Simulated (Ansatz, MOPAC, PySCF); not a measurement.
Barrier height from CHN (SMILES [C-]#[NH+]) to the transition structure CHN, without zero-point energy, on the benchmark's geometries as Psi4's copy of the set gives them.
Transition structure (charge 0, multiplicity 1):
```xyz
3

C      0.0803     0.6203     0.0000
N      0.0803    -0.5681     0.0000
H     -1.0441     0.2551     0.0000
```
Reactant (charge 0, multiplicity 1):
```xyz
3

C      0.0000     0.0000    -0.7372
N      0.0000     0.0000     0.4321
H      0.0000     0.0000     1.4270
```

| level | barrier height (kcal/mol) | cost |
|---|---|---|
| AM1 | 70.76 | - |
| PM3 | 51.24 | - |
| HF/STO-3G | 51.44 | - |
| HF/6-31G* | 39.15 | - |
| HF/aug-cc-pVDZ | 36.36 | - |
| HF/aug-cc-pVTZ | 37.54 | - |
| HF/aug-cc-pVQZ | 37.63 | - |
| SVWN5/def2-TZVPPD | 30.80 | ×0.8 |
| PBE/def2-TZVPPD | 30.68 | ×1 |
| PBE-D3(BJ)/def2-TZVPPD | 30.74 | ×1 |
| PBE-D4/def2-TZVPPD | 30.72 | ×1 |
| BLYP/def2-TZVPPD | 31.84 | ×1 |
| revPBE/def2-TZVPPD | 30.61 | ×1 |
| revPBE-D3(BJ)/def2-TZVPPD | 30.75 | ×1 |
| B97M-V/def2-TZVPPD | 32.43 | ×2 |
| B3LYP/3-21G | 48.71 | - |
| B3LYP/6-31G* | 33.29 | - |
| B3LYP/6-311+G** | 33.62 | - |
| B3LYP/def2-TZVPPD | 33.50 | ×1 |
| PBE0-D3(BJ)/def2-TZVPPD | 32.76 | ×1 |
| PBE0-D4/def2-TZVPPD | 32.74 | ×1 |
| BHLYP-D3(BJ)/def2-TZVPPD | 35.70 | ×1 |
| BHLYP-D4/def2-TZVPPD | 35.67 | ×1 |
| M06-2X/def2-TZVPPD | 33.14 | - |
| CAM-B3LYP/def2-TZVPPD | 33.98 | ×2 |
| CAM-B3LYP-D3(BJ)/def2-TZVPPD | 34.02 | ×2 |
| wB97X-V/def2-TZVPPD | 32.88 | ×2 |
| wB97M-V/def2-TZVPPD | 32.11 | ×3 |
| B2PLYP/def2-TZVPPD | 33.32 | ×2 |
| MP2/6-31G* | 36.10 | - |
| MP2/aug-cc-pVDZ | 33.42 | - |
| MP2/cc-pVDZ | 33.15 | - |
| SCS-MP2/cc-pVDZ | 33.82 | - |
| SCS-MP2/aug-cc-pVTZ | 34.91 | - |
| SCS-MP2/aug-cc-pVQZ | 35.18 | - |
| CCSD/cc-pVDZ | 32.20 | - |
| CCSD/aug-cc-pVQZ | 33.66 | - |
| CCSD(T)/CBS(aug-cc-pVTZ, aug-cc-pVQZ) | 32.93 | ×70 |
| CCSDT/cc-pVDZ | 31.48 | - |
| CCSDT(Q)/cc-pVDZ | 31.28 | ×8 |

The rows run from 30.61 (revPBE/def2-TZVPPD) to 70.76 kcal/mol (AM1). The dispersion term adds 0.06 in PBE-D3(BJ), 0.04 in PBE-D4, 0.15 in revPBE-D3(BJ). The 11 functionals in def2-TZVPPD without D3 or D4 span 3.37, from revPBE to CAM-B3LYP.

Open shells are unrestricted; no spin–orbit coupling.

Frozen-core correlation. CBS: X⁻³ extrapolation of the correlation energy, Hartree–Fock from the larger set. Rows in 3-21G, 6-311+G**, 6-31G*, STO-3G carry no dispersion term and start afresh at each structure (6-31G* with six Cartesian d functions). MP2/6-31G* freezes PySCF's default core. The state that AM1, PM3 reach isn't checked.

Run with Ansatz (Gaussian basis) for Hartree–Fock, density functionals and correlated methods; MOPAC for AM1, PM3 (differences of heats of formation); PySCF for 3-21G rows, 6-311+G** rows, 6-31G* rows, M06-2X, STO-3G rows, the dispersion terms. Each number belongs to the level named beside it.

Costs are rough ratios of core time to PBE/def2-TZVPPD (about 0.9 s over the structures, on one shared machine); a dash marks a level with no comparable run of its own. 

The set's own value is 33.11 kcal/mol (Zhao et al., NHTBH38), an estimate for the real system.

Ansatz is a first-principles code.
